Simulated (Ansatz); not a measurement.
# CH5N (methylamine), step by step

Wanted: a series of 32 runs (HF/STO-3G, UHF/STO-3G, HF/3-21G, UHF/3-21G, HF/6-31G*, UHF/6-31G*, B3LYP/6-31G*, UB3LYP/6-31G*, and more) of CH5N. 

The calculation is run with Ansatz 0.2.0.

## Step 1: The structure to begin with

CH5N has 7 atoms, charge 0, and is taken as a singlet. As SMILES, `CN`. Geometry: relaxed at PBE0-D4/def2-TZVP. The run starts from this shape.

Bond lengths: C1–N2 1.453 Å, C1–H3 1.100 Å, C1–H4 1.092 Å, C1–H5 1.092 Å, N2–H6 1.012 Å, N2–H7 1.012 Å. Angles: C1–N2–H6 110.6°, C1–N2–H7 110.6°, N2–C1–H3 115.4°, N2–C1–H4 109.4°, N2–C1–H5 109.4°, H6–N2–H7 106.7°, H3–C1–H4 107.7°, H3–C1–H5 107.7°, H4–C1–H5 106.9°.

## Step 2: A structure relaxation at HF/STO-3G (run 1)

Contents of run.yaml:

```yaml
crystal:
  periodic: [false, false, false]
  atoms:
    - symbol: C
      position_ang: [-0.473800, -0.138400, -0.281500]
    - symbol: "N"
      position_ang: [0.801600, 0.390900, 0.170500]
    - symbol: H
      position_ang: [-0.984400, -0.806400, 0.427500]
    - symbol: H
      position_ang: [-0.327200, -0.690700, -1.212500]
    - symbol: H
      position_ang: [-1.150500, 0.689300, -0.505500]
    - symbol: H
      position_ang: [1.448000, -0.360600, 0.373500]
    - symbol: H
      position_ang: [0.686300, 0.915800, 1.027900]
basis:
  gaussian:
    orbitals: STO-3G
hamiltonian:
  xc: hf
relax:
  f_tol: 0.002
output: {orbitals: {seedname: orbitals}}
```

The run is started by

```
ansatz run run.yaml --threads 1 --pin off --max-ram 3480MiB --events-out events.jsonl --progress --plain --runs-dir runs
```

Standard output:

```text
Warning: RAYON_NUM_THREADS=1 ignored (pool sized by the plan → 1); use --threads N
The last accepted step is kept in runs//last_step.txt (removed where the run ends without a failure and the disk answers)
[... 49 lines left out ...]
Total energy: -2558.76451288 eV, -94.0328614556 hartree
[... 7 lines left out ...]
Dipole moment:    -0.129439    -0.199323     0.238242 e Å
```

It took 2.2 s on 1 thread of Arm Neoverse N1, shared host.

The path in brief:

```
step  energy from the first frame kept (eV)  largest force (eV/Å)
   1                                 0.0000                1.3865
   2                                -0.0451                0.6197
   3                                -0.0542                0.1704
   4                                -0.0547                0.0420
   5                                -0.0548                0.0116
   6                                -0.0548                0.0006
```

After the run. Bond lengths: C1–N2 1.486 Å, C1–H3 1.093 Å, C1–H4 1.089 Å, C1–H5 1.089 Å, N2–H6 1.033 Å, N2–H7 1.033 Å. Angles: C1–N2–H6 107.3°, C1–N2–H7 107.3°, N2–C1–H3 113.7°, N2–C1–H4 109.1°, N2–C1–H5 109.1°, H6–N2–H7 104.4°, H3–C1–H4 108.2°, H3–C1–H5 108.2°, H4–C1–H5 108.2°.

## Step 3: The harmonic vibrations at HF/STO-3G (run 2)

Contents of job.yaml:

```yaml
crystal:
  periodic: [false, false, false]
  atoms:
    - symbol: C
      position_ang: [-0.479530, -0.134203, -0.296474]
    - symbol: N
      position_ang: [0.826550, 0.418324, 0.146002]
    - symbol: H
      position_ang: [-0.950659, -0.791985, 0.438572]
    - symbol: H
      position_ang: [-0.335027, -0.698794, -1.216129]
    - symbol: H
      position_ang: [-1.162282, 0.687697, -0.505608]
    - symbol: H
      position_ang: [1.433399, -0.382353, 0.387874]
    - symbol: H
      position_ang: [0.667549, 0.901214, 1.045663]
basis:
  gaussian: {orbitals: STO-3G}
hamiltonian: {xc: hf}
phonons: {temperatures: {t_min: 298.15, t_max: 298.15, t_step: 1}}
```

The run is started by

```
ansatz run job.yaml --threads 1 --pin off --max-ram 3480MiB --events-out events.jsonl --progress --plain --runs-dir runs
```

Standard output:

```text
Warning: RAYON_NUM_THREADS=1 ignored (pool sized by the plan → 1); use --threads N
[... 232 lines left out ...]
Total energy: -2558.76450634 eV, -94.0328612150 hartree
[... 7 lines left out ...]
Dipole moment:    -0.129439    -0.199323     0.238242 e Å
Vibrations: 354.75 1055.76 1117.46 1259.96 1386.83 1610.80 1748.62 1821.98 1834.37 2022.71 3539.32 3709.07 3742.97 3900.15 4084.87 cm⁻¹, zero-point energy 2.057493 eV
```

Wall time 6.9 s (1 thread of Arm Neoverse N1, shared host).

Runs 3 to 16 aren't shown in full; the table further down has their settings and results.

## Step 4: A geometry optimisation at PBE/def2-SVP (run 17)

Contents of input.yaml:

```yaml
crystal:
  periodic: [false, false, false]
  atoms:
    - {symbol: C, position_ang: [-0.473800, -0.138400, -0.281500]}
    - {symbol: "N", position_ang: [0.801600, 0.390900, 0.170500]}
    - {symbol: H, position_ang: [-0.984400, -0.806400, 0.427500]}
    - {symbol: H, position_ang: [-0.327200, -0.690700, -1.212500]}
    - {symbol: H, position_ang: [-1.150500, 0.689300, -0.505500]}
    - {symbol: H, position_ang: [1.448000, -0.360600, 0.373500]}
    - {symbol: H, position_ang: [0.686300, 0.915800, 1.027900]}
basis:
  gaussian: {orbitals: def2-SVP}
hamiltonian: {xc: {name: PBE}}
relax: {f_tol: 0.002}
output: {orbitals: {seedname: orbitals}}
```

The run is started by

```
ansatz run input.yaml --threads 1 --pin off --max-ram 3480MiB --events-out events.jsonl --progress --plain --runs-dir runs
```

Standard output:

```text
Warning: RAYON_NUM_THREADS=1 ignored (pool sized by the plan → 1); use --threads N
The last accepted step is kept in runs//last_step.txt (removed where the run ends without a failure and the disk answers)
[... 16 lines left out ...]
620 factors; their error is unknown
[... 6 lines left out ...]
620 factors; their error is unknown
[... 5 lines left out ...]
620 factors; their error is unknown
[... 6 lines left out ...]
620 factors; their error is unknown
[... 5 lines left out ...]
620 factors; their error is unknown
[... 4 lines left out ...]
620 factors; their error is unknown
[... 4 lines left out ...]
Total energy: -2602.79015741 eV, -95.6507740504 hartree
[... 7 lines left out ...]
Dipole moment:    -0.058793    -0.148757     0.221819 e Å
```

It took 9.6 s on 1 thread of Arm Neoverse N1, shared host; peak memory 0.099 GiB.

Steps, from the record of the run:

```
step  energy from the first frame kept (eV)  largest force (eV/Å)
   1                                 0.0000                0.7957
   2                                -0.0281                0.3182
   3                                -0.0310                0.1124
   4                                -0.0319                0.0297
   5                                -0.0320                0.0078
   6                                -0.0320                0.0015
```

After the run. Bond lengths: C1–N2 1.459 Å, C1–H3 1.121 Å, C1–H4 1.110 Å, C1–H5 1.110 Å, N2–H6 1.028 Å, N2–H7 1.028 Å. Angles: C1–N2–H6 109.8°, C1–N2–H7 109.8°, N2–C1–H3 116.8°, N2–C1–H4 109.7°, N2–C1–H5 109.7°, H6–N2–H7 105.1°, H3–C1–H4 106.9°, H3–C1–H5 106.9°, H4–C1–H5 106.3°.

Runs 18 to 31 aren't shown in full; the table further down has their settings and results.

## Step 5: Vibrational wavenumbers at wB97X-V/def2-TZVP (run 32)

Contents of job.yaml:

```yaml
crystal:
  periodic: [false, false, false]
  atoms:
    - {symbol: C, position_ang: [-0.477872, -0.139435, -0.284338]}
    - {symbol: "N", position_ang: [0.805122, 0.392354, 0.171726]}
    - {symbol: H, position_ang: [-0.982980, -0.806652, 0.429559]}
    - {symbol: H, position_ang: [-0.328046, -0.692285, -1.215554]}
    - {symbol: H, position_ang: [-1.153356, 0.690947, -0.506697]}
    - {symbol: H, position_ang: [1.450138, -0.362039, 0.374873]}
    - {symbol: H, position_ang: [0.686993, 0.917010, 1.030332]}
basis:
  gaussian:
    orbitals: def2-TZVP
hamiltonian:
  xc: {name: wB97X-V}
phonons:
  temperatures: {t_min: 298.15, t_max: 298.15, t_step: 1}
```

The run is started by

```
ansatz run job.yaml --threads 1 --pin off --max-ram 3480MiB --events-out events.jsonl --progress --plain --runs-dir runs
```

Standard output:

```text
Warning: RAYON_NUM_THREADS=1 ignored (pool sized by the plan → 1); use --threads N
[... 26 lines left out ...]
555 factors; their error is unknown
[... 30 lines left out ...]
555 factors; their error is unknown
[... 30 lines left out ...]
555 factors; their error is unknown
[... 31 lines left out ...]
555 factors; their error is unknown
[... 17 lines left out ...]
555 factors; their error is unknown
[... 5 lines left out ...]
555 factors; their error is unknown
[... 6 lines left out ...]
555 factors; their error is unknown
[... 5 lines left out ...]
555 factors; their error is unknown
[... 5 lines left out ...]
555 factors; their error is unknown
[... 5 lines left out ...]
555 factors; their error is unknown
[... 12 lines left out ...]
Dipole moment:    -0.090495    -0.165422     0.217438 e Å
Vibrations: 298.75 838.58 976.79 1086.63 1174.40 1351.66 1463.31 1502.29 1521.31 1670.89 3006.23 3092.32 3129.57 3536.05 3612.29 cm⁻¹, zero-point energy 1.751962 eV
```

Wall time 2.2 min (1 thread of Arm Neoverse N1, shared host); peak memory 0.16 GiB.

## Step 6: All runs side by side

```
run                                level         task  walk f tol  partner  energy (Eh)  dipole moment (D)  wall time
  1                            HF/STO-3G     optimise       0.002     base   -94.032861               1.62      2.2 s
  2                            HF/STO-3G  frequencies           –     base   -94.032861               1.62      6.9 s
  3                           UHF/STO-3G       energy           –   cation   -93.780561                  –      0.1 s
  4                           UHF/STO-3G     optimise           –   cation   -93.816699                  –      2.4 s
  5                             HF/3-21G     optimise       0.002     base   -94.681644               1.44      2.8 s
  6                             HF/3-21G  frequencies           –     base   -94.681644               1.44      7.8 s
  7                            UHF/3-21G       energy           –   cation   -94.397005                  –     0.18 s
  8                            UHF/3-21G     optimise           –   cation   -94.416008                  –      3.3 s
  9      HF/6-31G* (Cartesian functions)     optimise       0.002     base   -95.209829               1.53      4.2 s
 10      HF/6-31G* (Cartesian functions)  frequencies           –     base   -95.209829               1.53       17 s
 11     UHF/6-31G* (Cartesian functions)       energy           –   cation   -94.905276                  –      0.3 s
 12     UHF/6-31G* (Cartesian functions)     optimise           –   cation   -94.932226                  –      5.4 s
 13   B3LYP/6-31G* (Cartesian functions)     optimise       0.002     base   -95.853207               1.47      8.4 s
 14   B3LYP/6-31G* (Cartesian functions)  frequencies           –     base   -95.853207               1.47       41 s
 15  UB3LYP/6-31G* (Cartesian functions)       energy           –   cation   -95.504822                  –      1.9 s
 16  UB3LYP/6-31G* (Cartesian functions)     optimise           –   cation   -95.532788                  –       17 s
 17                         PBE/def2-SVP     optimise       0.002     base   -95.650774               1.31      9.6 s
 18                         PBE/def2-SVP  frequencies           –     base   -95.650774               1.31       37 s
 19                        UPBE/def2-SVP       energy           –   cation   -95.307534                  –        2 s
 20                        UPBE/def2-SVP     optimise           –   cation   -95.334409                  –       20 s
 21     MP2/6-31G* (Cartesian functions)     optimise       0.002     base   -95.506529               1.57      4.8 s
 22     MP2/6-31G* (Cartesian functions)  frequencies           –     base   -95.506529               1.57       15 s
 23    UMP2/6-31G* (Cartesian functions)       energy           –   cation   -95.162496                  –     0.34 s
 24    UMP2/6-31G* (Cartesian functions)     optimise           –   cation   -95.191473                  –      7.5 s
 25                 PBE-D3(BJ)/def2-TZVP     optimise       0.002     base   -95.767222               1.34       17 s
 26                 PBE-D3(BJ)/def2-TZVP  frequencies           –     base   -95.767222               1.34       65 s
 27                   B3LYP-D4/def2-TZVP     optimise       0.002     base   -95.904552               1.35       18 s
 28                   B3LYP-D4/def2-TZVP  frequencies           –     base   -95.904552               1.35       71 s
 29                         CCSD/cc-pVDZ     optimise       0.002     base   -95.578348               1.39       72 s
 30                         CCSD/cc-pVDZ  frequencies           –     base   -95.578348               1.39    7.3 min
 31                    wB97X-V/def2-TZVP     optimise       0.002     base   -95.862404               1.38       64 s
 32                    wB97X-V/def2-TZVP  frequencies           –     base   -95.862404               1.38    2.2 min
```

## Step 7: Results

```
                                                                             quantity         value
                                              run 32, wB97X-V/def2-TZVP: total energy  -95.86240 Eh
                                             run 32, wB97X-V/def2-TZVP: dipole moment        1.38 D
                                  run 32, wB97X-V/def2-TZVP: largest force on an atom    0.002 eV/Å
                                run 32, wB97X-V/def2-TZVP: lowest harmonic wavenumber      299 cm⁻¹
                               run 32, wB97X-V/def2-TZVP: highest harmonic wavenumber     3612 cm⁻¹
                                         run 32, wB97X-V/def2-TZVP: zero-point energy  169.0 kJ/mol
                        vertical ionisation energy (to the doublet cation), HF/STO-3G      6.865 eV
                         vertical ionisation energy (to the doublet cation), HF/3-21G      7.745 eV
                        vertical ionisation energy (to the doublet cation), HF/6-31G*      8.287 eV
                     vertical ionisation energy (to the doublet cation), B3LYP/6-31G*      9.480 eV
                     vertical ionisation energy (to the doublet cation), PBE/def2-SVP      9.340 eV
                       vertical ionisation energy (to the doublet cation), MP2/6-31G*      9.362 eV
    adiabatic ionisation energy (to the doublet cation, no zero-point term), HF/3-21G      7.228 eV
adiabatic ionisation energy (to the doublet cation, no zero-point term), PBE/def2-SVP      8.609 eV
```

**Reading.** At HF/STO-3G: removing an electron at fixed nuclei costs 6.87 eV (158 kcal/mol). In a minimal basis such a difference can be off by several eV, whatever the method. At HF/3-21G: removing an electron at fixed nuclei costs 7.75 eV (747 kJ/mol). At HF/6-31G*: the vertical ionisation energy comes to 8.29 eV (191 kcal/mol). At B3LYP/6-31G*: removing an electron at fixed nuclei costs 9.48 eV (915 kJ/mol). At PBE/def2-SVP: removing an electron at fixed nuclei costs 9.34 eV (901 kJ/mol). Totals of different functionals can't be ranked against each other. In runs 1, 2, 3, 4 the basis is minimal, so the values are rough. All runs together took 18 min, the longest 7.3 min.
